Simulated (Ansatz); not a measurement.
**SiH₂F+ (SMILES F[SiH2+]): one structure at several levels**

The task here is to estimate one member of a computed series from the others.

Program: Ansatz 0.2.0, Gaussian basis. Level of theory: single points in def2-TZVPP. These are calculated values, not measurements.

Cores are frozen in the correlated methods.

**The starting structure**

SMILES `F[SiH2+]`, 4 atoms, charge 1, spin multiplicity 1.

Atoms are counted from 1 here; the program's logs count them from 0.

Bond lengths: F1–Si2 1.726 Å, Si2–H3 1.523 Å, Si2–H4 1.313 Å. Angles: F1–Si2–H3 109.5°, F1–Si2–H4 108.2°, H3–Si2–H4 142.3°.

As a file:

```
F     1.33760    0.61420   -0.31380
Si   -0.20560   -0.05520    0.07080
H    -1.30050    0.91050   -0.36260
H    -0.01670   -1.24390    0.59430
```

The first run:

Input file run/in.yaml:

```yaml
crystal:
  periodic: [false, false, false]
  atoms:
    - {symbol: F, position_ang: [1.337600, 0.614200, -0.313800]}
    - {symbol: Si, position_ang: [-0.205600, -0.055200, 0.070800]}
    - {symbol: H, position_ang: [-1.300500, 0.910500, -0.362600]}
    - {symbol: H, position_ang: [-0.016700, -1.243900, 0.594300]}
basis:
  gaussian: {orbitals: def2-TZVPP}
total_charge: 1
correlation: {method: ccsd_t}
output: {forces: true}
```

The command line of these runs was not kept.

Steps of the session up to this table: CCSD(T)/def2-TZVPP; PBE0-D4/def2-TZVPP; wB97M-V/def2-TZVPP; r2SCAN-D4/def2-TZVPP; PBE-D4/def2-TZVPP; wB97X-V/def2-TZVPP; CAM-B3LYP-D4/def2-TZVPP.

One table of the session follows, with a row left open; its other results are not shown here.

| method | RMS force component (eV/Å) | angle to CCSD(T) forces (°) |
| --- | --- | --- |
| CCSD(T) | 3.118 | reference |
| PBE0-D4 | 3.122 | 1.2 |
| wB97M-V | 3.046 | 1.0 |
| r2SCAN-D4 | 3.075 | 1.3 |
| PBE-D4 | 2.920 | 5.0 |
| wB97X-V | 3.115 | 0.8 |
| CAM-B3LYP-D4 | ? | ? |

Q: Estimate the row for CAM-B3LYP-D4 from the others.

**Answer.** RMS force component (eV/Å): 3.106; angle to CCSD(T) forces (°): 0.4. In the column «RMS force component (eV/Å)» it lies between r2SCAN-D4 (3.075) and wB97X-V (3.115).
